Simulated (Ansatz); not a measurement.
## Ansatz (development build ahead of 0.2.0) run

```yaml
crystal:
  periodic: [false, false, false]
  atoms:
    - { symbol: C, position_ang: [-0.00747, 0.03322, 0.00956] }
    - { symbol: H, position_ang: [-0.37977, -0.19243, 1.01257] }
    - { symbol: H, position_ang: [0.54081, 0.8298, -0.50075] }
basis:
  gaussian: { orbitals: def2-SVP }
total_charge: 1
magnetization:
  spin_polarized: true
  initial_magnetization: 1
hamiltonian:
  xc: hf
correlation:
  method: mp2
  frozen_orbitals: { C: 1, H: 0 }
output:
  forces: true
```

The input is written out in the form of the current development build from the run's settings.

Results

```
Converged                       : yes
Reference energy                : -38.53569 hartree
Correlation energy              : -0.07619 hartree
Total energy                    : -38.61188 hartree
Spin squared of the determinant : 0.755
Stability test                  : minimum
```

Forces (eV/Å):
```
atom      Fx      Fy      Fz
  C1  -0.038  -0.123  -0.106
  H2  -0.106  -0.077   0.258
  H3   0.143   0.200  -0.152
```
